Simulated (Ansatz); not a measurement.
We consider rock-salt HfC, described by PBE0 (Ansatz, a quantum-chemistry and plane-wave program, plane waves, PAW).

Settings: plane-wave cutoff 460 eV, 10×10×10 k mesh, Fermi–Dirac smearing 0.05 eV, scalar-relativistic PAW data made under PBE.

Equation-of-state points:

```json
[
 {"V (Å³/atom)": "11.887", "E − E_lowest (meV/atom)": "25.58"},
 {"V (Å³/atom)": "12.327", "E − E_lowest (meV/atom)": "2.00"},
 {"V (Å³/atom)": "12.513", "E − E_lowest (meV/atom)": "0.00"},
 {"V (Å³/atom)": "12.826", "E − E_lowest (meV/atom)": "6.14"},
 {"V (Å³/atom)": "13.139", "E − E_lowest (meV/atom)": "22.97"}
]
```

Task: Estimate the bulk modulus and its pressure derivative from these points.

Result: V0 = 12.505 Å³/atom, B0 = 248 GPa, B′ = 3.9 (fit to the energies at full precision).

Measured, for comparison: bulk modulus 242 GPa (room temperature, no zero-point or thermal correction, our sources range from 242 to 286; as tabulated in Synthesis of Binary Transition Metal Nitrides, Carbides and Borides from the …); equilibrium volume per atom 12.47 Å³/atom (temperature not stated, no zero-point or thermal correction; as tabulated in Zhang et al. (2018), doi:10.1088/1367-2630/aac7f0). Computed (rounded) less measured: bulk modulus not scored (sources differ), equilibrium volume per atom +0.2 %.

Spin–orbit coupling is not included.

Computed values are for the static lattice.
